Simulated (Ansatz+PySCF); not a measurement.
Values are calculated unless marked as measured or tabulated.
**Several solutions for singlet H2S in separate pieces**

```yaml
atoms:
  - { symbol: S, position_ang: [0.0000, 0.0000, -0.3120] }
  - { symbol: H, position_ang: [0.0000, 2.9146, 2.4964] }
  - { symbol: H, position_ang: [0.0000, -2.9146, 2.4964] }
```

Basis set: 6-31G* (spherical functions). Charge 0, multiplicity 1.

RHF was run from several starts with Ansatz (development build ahead of 0.2.0) and PySCF 2.14.0.

```
run  program                                 start  converged  energy (hartree)  <S²>
  A   Ansatz           search for the lowest state        yes        -398.13842  0.00
  B   Ansatz               stability test followed        yes        -398.13842  0.00
  C    PySCF    guess atom, instabilities followed        yes        -398.13842  0.00
  D    PySCF      guess 1e, instabilities followed        yes        -398.13799  0.00
  E   Ansatz               atomic start, no search        yes        -398.13842  0.00
  F    PySCF                      program defaults        yes        -398.13842  0.00
  G    PySCF   guess minao, instabilities followed        yes        -398.13842  0.00
  H    PySCF  guess huckel, instabilities followed        yes        -398.13799  0.00
```

(1) Which runs reached the lowest solution of this kind, and what is wrong with the others?

Answers

(1) A, B, C, E, F, G reached the lowest solution found. Converged but too high: D by 0.01 eV, H by 0.01 eV. Convergence only shows a stationary point, and even a stable one can lie too high; stability tests and further starts are what find lower ones. Caution: an unrestricted determinant lies well below (9.06 eV lower).
